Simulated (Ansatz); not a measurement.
# C₂H₃Cl (SMILES C=CCl): single points off equilibrium

The task here is to estimate one member of a computed series from the others.

Program: Ansatz 0.2.0, Gaussian basis. Level of theory: single points in def2-TZVPP. These are calculated values, not measurements.

Cores are frozen in the correlated methods.

### Where the work starts

SMILES `C=CCl`, 6 atoms, charge 0, spin multiplicity 1.

Atoms are counted from 1 here; the program's logs count them from 0.

Bond lengths: C1–C2 1.300 Å, C1–H4 1.093 Å, C1–H5 1.081 Å, C2–Cl3 1.712 Å, C2–H6 1.100 Å. Angles: C2–C1–H4 120.7°, C2–C1–H5 121.1°, H4–C1–H5 118.2°, C1–C2–Cl3 124.1°, C1–C2–H6 121.9°, Cl3–C2–H6 114.0°.

Geometry (Å):

```
C    -0.4523    0.1973   -0.5300
C     0.3739   -0.0361    0.4458
Cl    0.8972   -1.5998    0.9066
H    -0.8862   -0.6269   -1.1024
H    -0.7412    1.2064   -0.7884
H     0.8070    0.7763    1.0482
```

Set-up of the first run:

Contents of run/in.yaml:

```yaml
crystal:
  periodic: [false, false, false]
  atoms:
    - {symbol: C, position_ang: [-0.452300, 0.197300, -0.530000]}
    - {symbol: C, position_ang: [0.373900, -0.036100, 0.445800]}
    - {symbol: Cl, position_ang: [0.897200, -1.599800, 0.906600]}
    - {symbol: H, position_ang: [-0.886200, -0.626900, -1.102400]}
    - {symbol: H, position_ang: [-0.741200, 1.206400, -0.788400]}
    - {symbol: H, position_ang: [0.807000, 0.776300, 1.048200]}
basis:
  gaussian: {orbitals: def2-TZVPP}
correlation: {method: ccsd_t}
output: {forces: true}
```

No record of the launch command was kept for these runs.

Steps of the session up to this table: CCSD(T)/def2-TZVPP; PBE0-D4/def2-TZVPP; wB97M-V/def2-TZVPP; r2SCAN-D4/def2-TZVPP; PBE-D4/def2-TZVPP; SPW92/def2-TZVPP; B97M-V/def2-TZVPP.

One table of the session follows, with a row left open; its other results are not shown here.

| method | RMS force component (eV/Å) | angle to CCSD(T) forces (°) | dipole (D) |
| --- | --- | --- | --- |
| CCSD(T) | 0.836 | reference | 1.34 |
| PBE0-D4 | 0.583 | 8.8 | 1.35 |
| wB97M-V | 0.598 | 12.3 | 1.35 |
| r2SCAN-D4 | ? | ? | ? |
| PBE-D4 | 0.676 | 8.7 | 1.24 |
| SPW92 | 0.478 | 20.5 | 1.27 |
| B97M-V | 0.628 | 13.9 | 1.30 |

Estimate the missing values for r2SCAN-D4.

As computed: RMS force component (eV/Å): 0.635; angle to CCSD(T) forces (°): 6.9; dipole (D): 1.34. In the column «RMS force component (eV/Å)» it lies between B97M-V (0.628) and PBE-D4 (0.676).
